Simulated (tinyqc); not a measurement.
Geometry optimisation on the PBE/sto-6g surface (energies and gradients from PySCF), for H3O+, spin multiplicity 1, step by step. One step of it, computed by the program tinyqc.

Task: Step 2: move. Quasi-Newton step p = -H^(-1) g (the inverse Hessian comes from BFGS updates; coordinates in the order x, y, z of each atom); steps longer than 0.5 bohr are cut back.

positions after step 1 (bohr):
```
            x          y          z
1O   0.113553  -0.257388   0.421146
2H   1.903254   0.099437  -0.017001
3H  -1.101062   1.752721  -0.108966
4H  -0.915752  -1.545629   0.035536
```

gradient (hartree/bohr):
```
              x            y            z
1O  -0.00040685  -0.26348453  -0.03981840
2H  -0.02481792   0.02074324   0.01605866
3H  -0.05733745   0.09573629  -0.02778543
4H   0.08256199   0.14700424   0.05154592
```

inverse Hessian in use (bohr^2/hartree):
```
            1          2          3          4          5          6          7          8
1    3.407228   0.065636   0.113643   0.039544  -0.022691  -0.031056  -0.052987   0.097663
2    0.065636   1.828107  -0.131948  -0.111054   0.102362   0.066822  -0.389509   0.658827
3    0.113643  -0.131948   3.473415   0.039041  -0.016648  -0.033699  -0.132496   0.235408
4    0.039544  -0.111054   0.039041   3.340828  -0.000689  -0.007793  -0.060372   0.105749
5   -0.022691   0.102362  -0.016648  -0.000689   3.330701   0.002139   0.043105  -0.074818
6   -0.031056   0.066822  -0.033699  -0.007793   0.002139   3.340685   0.042946  -0.075588
7   -0.052987  -0.389509  -0.132496  -0.060372   0.043105   0.042946   3.296326   0.055266
8    0.097663   0.658827   0.235408   0.105749  -0.074818  -0.075588   0.055266   3.253092
9   -0.025136  -0.188256  -0.063372  -0.028965   0.020721   0.020583  -0.018318   0.027490
10  -0.060456   0.434921  -0.020195   0.013330  -0.019723  -0.004095   0.150369  -0.258684
11  -0.140599   0.744041  -0.086800   0.005998  -0.024914   0.006623   0.291131  -0.503755
12  -0.057442   0.253394  -0.042996  -0.002279  -0.006215   0.005760   0.107862  -0.187300

            9         10         11         12
1   -0.025136  -0.060456  -0.140599  -0.057442
2   -0.188256   0.434921   0.744041   0.253394
3   -0.063372  -0.020195  -0.086800  -0.042996
4   -0.028965   0.013330   0.005998  -0.002279
5    0.020721  -0.019723  -0.024914  -0.006215
6    0.020583  -0.004095   0.006623   0.005760
7   -0.018318   0.150369   0.291131   0.107862
8    0.027490  -0.258684  -0.503755  -0.187300
9    3.324275   0.072420   0.140041   0.051845
10   0.072420   3.230095  -0.156520  -0.048138
11   0.140041  -0.156520   3.117948  -0.059884
12   0.051845  -0.048138  -0.059884   3.318716
```

Give: positions after step 2.

Result:

positions after step 2 (bohr):
```
          x        y        z
1O   0.1542  -0.0359   0.5113
2H   1.9424   0.0724  -0.0453
3H  -1.0896   1.7387  -0.1031
4H  -1.0070  -1.7261  -0.0322
```
